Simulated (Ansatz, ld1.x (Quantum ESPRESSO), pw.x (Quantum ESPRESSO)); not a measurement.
## W (Z = 74): one change to the RRKJ potential, in the atom and in the sc crystal

ld1.x (Quantum ESPRESSO) 7.5 input, shortened:

```
&input
   title='W', zed=74., rel=1, dft='PW', iswitch=3,
   config='[Xe] 4f14 5d4 6s2 6p0'
 /
 &inputp
   pseudotype=2, tm=.false., lloc=0,
   nlcc=.true., new_core_ps=.true., rcore=2.15
 /
3
6P  2  1   0.00   0.00  2.65  2.65  0.0
5D  3  2   4.00   0.00  2.10  2.10  0.0
6S  1  0   2.00   0.00  2.70  2.70  0.0
 &test
   configts(1)='5d4 6s2 6p0'
 /
```

Change: wave 6s (bound): rc 2.70 bohr becomes 6s (bound): rc 3.58 bohr.

Cutoffs, loose and tight: the cutoffs (Ry, on a coarse ladder) from which the occupation-weighted sum of valence levels, in a spherical-Bessel basis at the reference potential, stays within 10 and 1 mRy of its value at 400 Ry. They do not see the model core or the augmentation charge, which bear on the density cutoff. Test errors are all-electron minus pseudo excitation energies from the reference, over the configurations 5d4 6s1 6p0; 5d4 6s0 6p0; 5d3 6s0 6p0; 5d4 6s0 6p1; 5d2 6s0 6p0; 5d4 6s1 6p1; 5d3 6s2 6p0 (two spin-polarised tests are not counted in the largest error); variants that change the core or the reference have their own tests.

Crystal test: sc W in pw.x 7.5, no spin, 13³ k-points, Fermi–Dirac smearing 0.01 Ry, cutoffs set for each file from its atomic test. The reference is all-electron LAPW (Ansatz 0.2.0) with the same functional, mesh and smearing; V0 and B0 come from Birch–Murnaghan fits to the pressures at five volumes. Errors are pseudo minus all-electron; Δ is the rms difference of the E(V) curves that follow from these fits, minima aligned, over ±6 % about the mean V0. Mesh and smearing are coarse, so the numbers serve the comparison and aren't converged zero-temperature values; the lattice is a test structure that the element need not adopt.

All-electron: a0 = 2.590 Å (V0 = 17.36 Å³/atom), B0 = 240.5 GPa.

Q: Does the change bring the crystal closer to the all-electron result?

A: The mean pressure error goes from +7.79 to -11.42 GPa, so the change moves the solid further from the all-electron pressures.

| quantity | base | changed |
| --- | --- | --- |
| outcome (atom) | generated | generated |
| cutoff, loose (atom) | 30 Ry | 30 Ry |
| cutoff, tight (atom) | 35 Ry | 35 Ry |
| bound ghosts (atom) | none | none |
| largest test error (meV) (atom) | -660 | -341 over the solved tests; 1 of 9 tests not solved or not reliable |
| cutoffs in pw.x (Ry) | 50/200 | 50/200 |
| a0 (Å) | 2.617 | – |
| a0 error (%) | +1.07 | – |
| B0 error (%) | -2.5 | – |
| Δ (meV/atom) | 29.3 | – |
| mean pressure error (GPa) | +7.79 | -11.42 |

A dash: not determined, or the minimum lies outside the volumes sampled.

Base: The largest radius (2.70 bohr) exceeds half the bond length (2.45 bohr), so the spheres overlap, which is one possible source of error among others. This is a poor potential for the solid. Changed file: The largest radius (3.58 bohr) exceeds half the bond length (2.45 bohr), so the spheres overlap, which is one possible source of error among others. This is a poor potential for the solid. Atomic configuration tests: 1 of 9 tests not solved or not reliable. The atomic cutoffs weigh occupied waves only.
